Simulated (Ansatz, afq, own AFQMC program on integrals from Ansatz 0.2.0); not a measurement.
**Breaking B2–O1 in BHO₂, singlet**

```yaml
atoms:
  - { symbol: O, position_ang: [-1.5521, 0.5232, 0.4196] }
  - { symbol: B, position_ang: [-0.4193, 0.1298, 0.2555] }
  - { symbol: O, position_ang: [0.8200, -0.3036, 0.1138] }
  - { symbol: H, position_ang: [1.1514, -0.3494, -0.7889] }
```

Products: BHO (singlet, the lower of two spins tried; B–OH) and O (triplet), each relaxed with PBE0/def2-SVP like the molecule; electronic energies without zero-point terms. Determinants: RHF, RHF and UHF in that order.

Basis def2-TZVP. Only valence electrons are correlated. Integrals, coupled cluster, full CI and functionals: Ansatz 0.2.0; the random walks run on the same integrals in our own AFQMC program. ph-AFQMC/CISD is guided by a CISD state made of CCSD amplitudes; releasing the constraint for a short imaginary time cuts its bias at the price of noise, slowly where states lie close. Uncertainties: one standard error, sampling alone. The errors of all members are added in quadrature.

No full CI on the walks' own integrals is used here; CCSDT(Q) serves as the reference and is uncertain by about the last step of the cluster series. Each member takes its own surest rung, up to full CI.

The best estimate is CCSD(T) at the basis-set limit (CBS: def2-TZVPP and def2-QZVPP, with their diffuse functions for anions and beside diffuse sets, CCSD(T) itself extrapolated) plus the step from CCSD(T) to CCSDT(Q) in def2-TZVP. Rows without CBS are in def2-TZVP; B2PLYP and the wave-function rows carry a basis error of their own. Core correlation and relativity beyond core potentials are missing, and ± holds the sampling alone.

Cautions: BHO₂ (singlet): the ph-AFQMC/HF walk drifts between its halves (2.3 errors); BHO (singlet): the released energies move by 1.5 errors or more from one time to the next, so no released level is given (meV from the phaseless value at times in 1/Eh: -3 ± 3 at 0.24, -4 ± 3 at 0.51, -7 ± 3 at 0.99, -1 ± 5 at 1.62, -14 ± 6 at 2.40), though the last usable value meets CCSDT(Q) within the noise.

Best estimate: 181.7 kcal/mol.

```csv
level,bond energy (kcal/mol),error against the best estimate (kcal/mol)
HF,125.0,-56.7
MP2,190.6,8.9
CCSD,170.9,-10.8
CCSD(T),175.4,-6.3
CCSDT,175.0,-6.6
CCSDT(Q),175.5,-6.2
ph-AFQMC/CISD,175.7 ± 0.2,-6.0 ± 0.2
HF/CBS,125.6,-56.1
MP2/CBS,196.6,14.9
CCSD(T)/CBS,181.6,-0.1
PBE,191.6,9.9
r2SCAN,186.0,4.3
PBE0,182.3,0.6
B3LYP,181.9,0.2
wB97M-V,180.8,-0.9
B2PLYP,183.1,1.5
```

Correlation beyond CCSD(T) adds 0.1 kcal/mol. Going to the basis-set limit adds 6.2 kcal/mol at CCSD(T). The perturbative (T) step is worth +4.5 kcal/mol. The functionals spread over 10.8 kcal/mol; B3LYP and PBE0 come nearest and PBE is 9.9 kcal/mol too high.

Best estimates are given only where the step beyond CCSD(T) is under 0.3 eV and no member's determinant is very poor (T1 over 0.05, or 0.07 for open shells, ⟨S²⟩ too high by 0.3, two states mixed), so the hardest cases are missing from such tables.

The functionals ran in a triple-zeta set and keep a basis error of their own, a few kJ/mol for each bond in atomization energies and more for double hybrids, so close places among them and the extrapolated levels can swap.

CCSDT and higher add their correlation energy to the determinant of the CCSD(T) run, since their own runs factorise the integrals more tightly (a shift of under 2 meV). Each member of a difference takes its own highest rung, so a best estimate needn't equal the limit plus the step of one row. A walk keeps the symmetry of its determinant, which the program's search chose and which needn't be the lowest solution, so a lower state of the same spin and another symmetry isn't excluded.
